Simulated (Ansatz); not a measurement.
# BH2: the cost of one run

Computed with Ansatz 0.2.0 (the levels named in each step, unless a step's input says otherwise).

### 1 The starting structure

Bond lengths: B1–H2 1.159 Å, B1–H3 1.159 Å. Angles: H2–B1–H3 128.8°.

As a file:

```xyz
3

B     0.0003    0.0787   -0.0006
H    -1.0470   -0.4176   -0.0019
H     1.0435   -0.4264    0.0086
```

### 2 A rough first relaxation, PBE-D4/def2-SVP

This run stands in another session on the same molecule. It ended at:

```xyz
3

B     0.0004    0.0917   -0.0007
H    -1.0980   -0.4240   -0.0022
H     1.0943   -0.4331    0.0089
```

### 3 Relaxation, PBE0-D4/def2-TZVPP

This run stands in another session on the same molecule. It ended at:

```xyz
3

B     0.0004    0.0841   -0.0007
H    -1.0782   -0.4202   -0.0021
H     1.0746   -0.4292    0.0088
```

### 4 Relaxation, CCSD(T)/cc-pV(T+d)Z

input.yaml

```yaml
crystal:
  periodic: [false, false, false]
  atoms:
    - { symbol: B, position_ang: [0.00035307, 0.08414909, -0.00066291] }
    - { symbol: H, position_ang: [-1.07821179, -0.42023955, -0.00208556] }
    - { symbol: H, position_ang: [1.07462872, -0.42921954, 0.00875845] }
magnetization:
  spin_polarized: true
  initial_magnetization: 1
basis:
  gaussian: { orbitals: "cc-pV(T+d)Z.json" }
correlation:
  method: ccsd_t
scf:
  omitted_lower_state_checks: [cluster_reference]
relax:
  f_tol: 0.002
  max_steps: 40
```

Run with:

```bash
$ ansatz run input.yaml --threads 2 --pin off --max-ram 5120MiB --backend cpu --events-out ev --progress --plain --runs-dir out
```

What time and memory should one allow on 2 threads of Intel Xeon Platinum 8488C (Sapphire Rapids), shared host?

About 6.5 s, with a peak of 0.25 GiB.
